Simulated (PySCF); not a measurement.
Geometries of 3 isomers of C2H5NS, from PBE0-D3(BJ)/def2-SVP geometry optimisation, gas phase in PySCF 2.14.0. One conformer each, no zero-point energy, no frequencies.

Task: Which isomer lies lowest at this level?
A.
```xyz
9
angstrom
C     -1.236    0.070    0.093
S     -0.084   -1.243   -0.344
C      1.462   -0.404   -0.216
N      1.737    0.790    0.094
H     -2.241   -0.369    0.047
H     -1.058    0.435    1.116
H     -1.183    0.904   -0.622
H      2.283   -1.099   -0.458
H      0.901    1.346    0.298
```
B.
```xyz
9
angstrom
N      1.636    0.232    0.651
C      0.669   -0.382    0.110
C     -0.746   -0.024    0.431
S     -1.594    0.645   -1.037
H      2.528   -0.123    0.294
H      0.786   -1.180   -0.650
H     -1.325   -0.920    0.702
H     -0.773    0.687    1.269
H     -0.796    1.727   -1.173
```
C.
```xyz
9
angstrom
C     -0.701    0.367   -0.767
C     -0.137   -0.119    0.540
N      1.174   -0.404    0.529
S     -1.068   -0.289    1.892
H     -1.152    1.358   -0.620
H      0.049    0.428   -1.570
H     -1.511   -0.306   -1.083
H      1.606   -0.736    1.383
H      1.740   -0.299   -0.303
```

Result: C. That is `S=C(C)N` (thioacetamide), 19.3 kcal/mol below the next.

```tsv
SMILES	atoms numbered as above	E (Eh)	relative (kcal/mol)	relative (kJ/mol)	dipole (D)
CC(N)=S	[CH3:1][C:2]([NH2:3])=[S:4]	-531.65691	0.0	0.0	4.49
[H]/N=C\SC	[H]/[N:4]=[CH:3]\[S:2][CH3:1]	-531.62613	19.3	80.8	2.30
[H]/N=C/CS	[H]/[N:1]=[CH:2]/[CH2:3][SH:4]	-531.62245	21.6	90.5	1.28
```

As drawn, the lowest has a C=S bond, which the highest lacks; the highest has a C=N bond and an S–H bond, which the lowest lacks.
